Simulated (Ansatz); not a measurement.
C4H7NO can be A, `CC1C=NCO1`, or B, `CC(=N)C(C)=O`.

Computed with Ansatz on PBE0-D4/def2-TZVP structures; ΔE is electronic, products minus reactants. CCSD(T)/CBS adds triple-zeta CCSD(T) − MP2 to the extrapolated MP2 energy (def2 sets, frozen cores). DFT in def2-TZVPP. B3LYP here is the variant with VWN-RPA as its local correlation; programs differ in this. One conformer a species, not always the lowest.

Which isomer does CCSD(T)/CBS put lower? Give the gap. (Best estimate.)

Computed: B, by 9.3 kcal/mol.

Give E(B) − E(A) in kcal/mol with HF/def2-TZVPP, B3LYP-D4, B2PLYP, B3LYP, BLYP-D4, PBE0-D4, PBE-D4. (An estimate is asked.)

Computed: HF/def2-TZVPP -10.5, B3LYP-D4 -11.9, B2PLYP -11.4, B3LYP -12.2, BLYP-D4 -14.4, PBE0-D4 -7.5, PBE-D4 -10.2. None reverses the order clearly.

Does the order hold for the free energy at 298.15 K (harmonic terms from PBE0-D4)? (Estimate.)

The calculation gave: Yes: G(B) − G(A) = -12.4 kcal/mol, for one conformer each. Modes under 60 cm⁻¹, often nearly free rotors, make the harmonic entropy too high.

Largest T1 diagnostic: 0.013.

In def2-TZVPP, CCSD(T) changes the Hartree–Fock value by +1.1 kcal/mol (the triples alone add −0.5 kcal/mol) and MP2 by +1.5 kcal/mol. At CCSD(T), def2-SVP lies −2.6 kcal/mol from the extrapolated value and def2-TZVPP −0.1 kcal/mol.
